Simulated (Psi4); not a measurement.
**UPBE0/cc-pVTZ run of PO (Phosphorus monoxide)**

Aim: the vertical doublet–quartet gap of PO (Phosphorus monoxide) at UPBE0/cc-pVTZ, from 2 runs. 

The results are computed with Psi4 1.11.

1 further run of the same task is left out (it didn't finish).

**1. Starting point**

PO: 2 atoms, total charge 0, spin state doublet. SMILES: `O=[P]`. Geometry: relaxed at PBE0-D4/def2-TZVP.

Bond lengths: O1–P2 1.474 Å.

**2. Energy and forces at UPBE0/cc-pVTZ**

op.dat

```
memory 2200 mb

molecule {
  0 2
  O      0.000000     0.000000    -0.009450
  P      0.000000     0.000000     1.464540
  units angstrom
  symmetry c1
  no_reorient
  no_com
}

set {
  reference uks
  puream true
  e_convergence 1e-09
  d_convergence 1e-08
  scf_type pk
  dft_radial_points 99
  dft_spherical_points 590
  maxiter 100
}

E, wfn = gradient("pbe0/cc-pVTZ", return_wfn=True)
oeprop(wfn, "MAYER_INDICES", "DIPOLE", "LOWDIN_CHARGES")
```

On the command line:

```sh
$ psi4 -i op.dat -o op.out -n 1
```

op.out:

```text
[...]
  Running in c1 symmetry.
[...]
  Nuclear repulsion =   43.081204947387704
[...]
  Multiplicity = 2
[...]
  Nalpha       = 12
  Nbeta        = 11
[...]
    Number of basis functions: 64
[...]
   @UKS iter   1:  -416.18678455710648   -2.45486e-01   1.08306e-02 ADIIS/DIIS
[...]
   @UKS iter  13:  -416.37025726086222   -1.08002e-12   1.26259e-09 DIIS
[...]
   @S^2 Observed:                7.556323636E-01
[...]
    Orbital Energies [Eh]
    ---------------------
    Alpha Occupied:
       1A    -77.303531     2A    -19.244806     3A     -6.678736
       4A     -4.817453     5A     -4.814908     6A     -4.810680
       7A     -1.055644     8A     -0.575828     9A     -0.426192
      10A     -0.407396    11A     -0.405329    12A     -0.211281
    Alpha Virtual:
      13A     -0.119975    14A      0.034765    15A      0.232661
      16A      0.254075    17A      0.257226    18A      0.260652
      19A      0.265274    20A      0.305765    21A      0.369318
      22A      0.378458    23A      0.531442    24A      0.671433
      25A      0.672975    26A      0.735421    27A      1.176089
[...]
  @UKS Final Energy:  -416.37025726086222
   => Energetics <=
    Nuclear Repulsion Energy =             43.0812049473877039
    One-Electron Energy =                -660.8250319745840216
    Two-Electron Energy =                 225.2417547214855915
    DFT Exchange-Correlation Energy =     -23.8681849551515199
    Empirical Dispersion Energy =           0.0000000000000000
    VV10 Nonlocal Energy =                  0.0000000000000000
    Total Energy =                       -416.3702572608622177
[...]
  -Total Gradient:
     Atom            X                  Y                   Z
    ------   -----------------  -----------------  -----------------
       1       -0.000000000000    -0.000000000000     0.008729557525
       2        0.000000000000    -0.000000000001    -0.008731099238
[...]
 Multipole Moments:
 ------------------------------------------------------------------------------------
     Multipole            Electronic (a.u.)      Nuclear  (a.u.)        Total (a.u.)
 ------------------------------------------------------------------------------------
 L = 1.  Multiply by 2.5417464519 to convert [e a0] to [Debye]
 Dipole X            :          0.0000000            0.0000000            0.0000000
 Dipole Y            :          0.0000000            0.0000000            0.0000000
 Dipole Z            :        -40.5906255           41.3708292            0.7802037
 Magnitude           :                                                    0.7802037
[...]
```

It took 9.3 s on 1 thread of Intel Xeon 6975P-C (Granite Rapids), shared host; peak memory 0.63 GiB.

**3. The quartet**

op.in

```
memory 2200 MB

molecule geom {
  0 4
  O      0.000000     0.000000    -0.009450
  P      0.000000     0.000000     1.464540
  symmetry c1
  no_reorient
  no_com
}

set basis cc-pVTZ
set reference uks
set puream true
set e_convergence 1e-09
set d_convergence 1e-08
set scf_type pk
set dft_radial_points 99
set dft_spherical_points 590
set maxiter 100

e_tot, wfn = gradient("pbe0", return_wfn=True)
oeprop(wfn, "QUADRUPOLE", "WIBERG_LOWDIN_INDICES", "MULLIKEN_CHARGES", title="PBE0")
print_variables()
```

On the command line:

```sh
$ psi4 -i op.in -o op.out -n 1
```

op.out, shortened:

```text
[...]
  Running in c1 symmetry.
[...]
  Nuclear repulsion =   43.081204947387704
[...]
  Multiplicity = 4
[...]
  Nalpha       = 13
  Nbeta        = 10
[...]
    Number of basis functions: 64
[...]
   @UKS iter   1:  -416.05477951451775   -1.13481e-01   1.00473e-02 ADIIS/DIIS
[...]
   @UKS iter  13:  -416.21976480115586   -9.09495e-13   1.39705e-09 DIIS
[...]
   @S^2 Observed:                3.760443042E+00
[...]
  @UKS Final Energy:  -416.21976480115586
   => Energetics <=
    Nuclear Repulsion Energy =             43.0812049473877039
    One-Electron Energy =                -660.3194620964325168
    Two-Electron Energy =                 224.9064192123488510
    DFT Exchange-Correlation Energy =     -23.8879268644599314
    Empirical Dispersion Energy =           0.0000000000000000
    VV10 Nonlocal Energy =                  0.0000000000000000
    Total Energy =                       -416.2197648011558613
[...]
  -Total Gradient:
     Atom            X                  Y                   Z
    ------   -----------------  -----------------  -----------------
       1        0.000000000000     0.000000000000     0.091591259352
       2       -0.000000000000     0.000000000000    -0.091593563700
[...]
 Multipole Moments:
 ------------------------------------------------------------------------------------
     Multipole            Electronic (a.u.)      Nuclear  (a.u.)        Total (a.u.)
 ------------------------------------------------------------------------------------
 L = 1.  Multiply by 2.5417464519 to convert [e a0] to [Debye]
 Dipole X            :          0.0000000            0.0000000            0.0000000
 Dipole Y            :          0.0000000            0.0000000            0.0000000
 Dipole Z            :        -40.7455745           41.3708292            0.6252547
 Magnitude           :                                                    0.6252547
 L = 2.  Multiply by 1.3450342976 to convert [e a0^2] to [Debye ang]
 Quadrupole XX       :        -13.5533617            0.0000000          -13.5533617
 Quadrupole XY       :          0.0000000            0.0000000            0.0000000
[...]
  Mulliken Charges: (a.u.)
   Center  Symbol    Alpha    Beta     Spin     Total
[...]
```

Wall time 9.9 s (1 thread of Intel Xeon 6975P-C (Granite Rapids), shared host); peak memory 0.63 GiB.

**4. Results**

Level: UPBE0/cc-pVTZ.

| quantity | value |
| --- | --- |
| doublet: total energy | -416.37026 Eh |
| doublet: dipole moment | 1.98 D |
| doublet: HOMO energy (highest over α and β) | -5.75 eV |
| doublet: LUMO energy (lowest over α and β) | -3.26 eV |
| doublet: ⟨S²⟩ | 0.756 |
| doublet: largest force on an atom | 0.449 eV/Å |
| quartet: total energy | -416.21976 Eh |
| quartet: dipole moment | 1.59 D |
| quartet: HOMO energy (highest over α and β) | -6.37 eV |
| quartet: ⟨S²⟩ | 3.760 |
| quartet: largest force on an atom | 4.710 eV/Å |
| vertical energy of the quartet above the doublet | 4.095 eV |

In words: At this shape the quartet lies 4.10 eV (395 kJ/mol) above the doublet. The largest force (doublet) is 0.45 eV/Å: the shape isn't a stationary point for this species at this level.
